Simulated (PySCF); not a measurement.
Stationary points of FSN

These are results of PBE/[S def2-TZVP, N def2-TZVP, F def2-TZVP], no relativity, density fitting, PySCF, not measurements.

Relaxations began from a few typed shapes. The search is not exhaustive: other isomers or separated fragments can lie lower, and high-lying points may rest on an excited occupation.

| spin | group | bonds | angles | imaginary modes (cm⁻¹) | ΔE (kJ/mol) | ΔE with ZPE (kJ/mol) |
| --- | --- | --- | --- | --- | --- | --- |
| singlet | Cs | S–F 1.693 Å, S–N 1.455 Å | F–S–N 117.2° | none | 0.0 | 0.0 |
| singlet | C∞v | S–F 1.846 Å, S–N 1.462 Å | F–S–N 180.0° | 391i, 391i | 121.4 | – |

The lowest minimum found is the singlet Cs: S–F 1.693 Å, S–N 1.455 Å; F–S–N 117.2°.

Counting electrons, sulfur keeps 2 of its valence electrons outside its bonds, so the VSEPR class is AX2E1 and the expected shape is bent; with unlike ligands the computed point group is Cs.
